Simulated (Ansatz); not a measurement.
1T (CdI2-type) ZrSe₂

Method: PBE0 (Ansatz, an electronic-structure program, plane waves, PAW).

Settings: plane-wave cutoff 500 eV, 12×12×4 k mesh (along the axes of the cell as run), Fermi–Dirac smearing 0.05 eV, scalar-relativistic PAW data made under PBE.

Cell (relaxed with PBEsol):

```
CELL_PARAMETERS angstrom
      1.86389    -3.22835     0.00000
      1.86389     3.22835     0.00000
      0.00000     0.00000     6.13294
ATOMIC_POSITIONS crystal
  Zr 0.00000 0.00000 0.00000
  Se 0.33333 0.66667 0.25908
  Se 0.66667 0.33333 0.74092
```

```yaml
band_gap: 1.37 eV (on the SCF k mesh)
```

Measured, for comparison: band gap 1.18 eV (temperature not stated, not corrected to a static lattice, fundamental, indirect, our sources range from 0.90 to 1.20; as tabulated in Rybak et al. (2022), arXiv:2210.12074).

Note: exact exchange on metals is sensitive to the k mesh and can open a false gap; the cell comes from a level without a dispersion term, which matters for the spacing of layers, chains or molecules; cell and atoms aren't relaxed at this level (pressure 2.3 GPa); the cell has widely spaced layers and the level no dispersion term, so their spacing and the moduli can rest on weak binding.

Spin–orbit coupling is not included.

Static lattice: no zero-point or thermal effects.
